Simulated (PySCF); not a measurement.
**From computed data to an observable: oscillator strength and radiative lifetime**

methanethiol (CH₄S), SMILES SC.

The structure is a stationary point at ωB97X-D3(BJ)/def2-TZVP.

TDDFT-CAM-B3LYP/def2-TZVPD in PySCF puts the first singlet state with f over 0.02 at 5.99 eV (vertical), with the transition dipole (0.000, 0.000, 0.456) in atomic units.

Task: Find the oscillator strength, the wavelength and the radiative lifetime that this transition would have in vacuum if emission retraced absorption.

Result: 
|μ|² = 0.2079 au, so |μ| = 1.16 D. ΔE = 5.99/27.211 = 0.2201 hartree. f = (2/3) ΔE |μ|² = 0.031 (the program prints 0.030).
λ = 1239.84/5.99 = 207 nm; ν = 48313 cm⁻¹.
Einstein's coefficient A = 0.6670 ν² f s⁻¹ (ν in cm⁻¹) = 4.8e7 s⁻¹, so τ = 1/A = 21 ns. This state is S2; the lower singlet has f = 0.003. The figure is the radiative limit of this one transition; relaxation, internal conversion, crossing to triplets and a medium change what is measured.
